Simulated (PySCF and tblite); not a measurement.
Values are calculated unless marked as measured or tabulated.
C₃H₅F, numbered as in [CH2:1]=[CH:2][CH2:3][F:4]. The same 2 conformers on PBE0-D3(BJ)/def2-SVP geometries, with only the basis set of the single-point energies changed (functional PBE0, solvent none (gas phase), D3(BJ) where defined; PySCF).

Torsions listed: C1–C2–C3–F4. Of a mirror pair one member is shown.

```tsv
conformer	shape	symmetry	dipole D
1	-132°	C1 (pair)	1.74
2	0°	Cs	1.65
```

Energies (kcal/mol) above conformer 1 and its weight at 298.15 K (thermal terms from GFN2-xTB):

| basis set | E(2) − E(1) | weight of 1 (%) |
| --- | --- | --- |
| def2-TZVP | -0.47 | 50 |
| 6-31G* | -0.95 | 31 |
| def2-SVP | -1.24 | 22 |
| pcseg-1 | -0.97 | 30 |
| 6-311G** | -0.96 | 31 |
| def2-SVPD | -0.39 | 54 |
| pcseg-2 | ? | ? |

Problem. What does pcseg-2 give?

Solution. E(2) − E(1) = -0.39 kcal/mol, weight of conformer 1 53 %.

Problem. How much does the choice of basis set matter?

Solution. The widest range is that of E(2) − E(1), which runs from -1.24 (def2-SVP) to -0.39 kcal/mol (def2-SVPD), a spread of 0.85, against RT = 0.59. Some levels give another conformer the largest weight.
